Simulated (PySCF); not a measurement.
Gas-phase thermal properties of CH₂CF₂

Method: PySCF energies (xtb for GFN2) plus ideal-gas RRHO corrections (1 bar). 6-31G* has spherical d functions here. All species are closed-shell singlets. B3LYP is the form with VWN-RPA correlation. The harmonic model lacks anharmonicity and excited electronic states, which grow with temperature; levels with a mode under 35 cm⁻¹ are left out.

| level | point group | σ | ZPE (kJ/mol) | S°298 (J/mol/K) | Cp298 (J/mol/K) | S°1000 (J/mol/K) | H1000 − H298 (kJ/mol) |
|---|---|---|---|---|---|---|---|
| B3LYP/6-31G* | C2v | 2 | 96.9 | 265.1 | 58.4 | 366.2 | 62.0 |
| GFN2-xTB | C2v | 2 | 92.5 | 267.5 | 61.1 | 371.3 | 63.5 |
| HF/6-31G* | C2v | 2 | 104.8 | 262.4 | 54.4 | 358.8 | 59.4 |
| PBE/def2-SVP | C2v | 2 | 93.7 | 266.0 | 59.9 | 369.0 | 63.1 |
| PBE0/def2-TZVP | C2v | 2 | 96.9 | 264.6 | 58.0 | 365.5 | 62.0 |
σ: rotational symmetry number. Electronic degeneracy used: 1. Frequencies are unscaled.
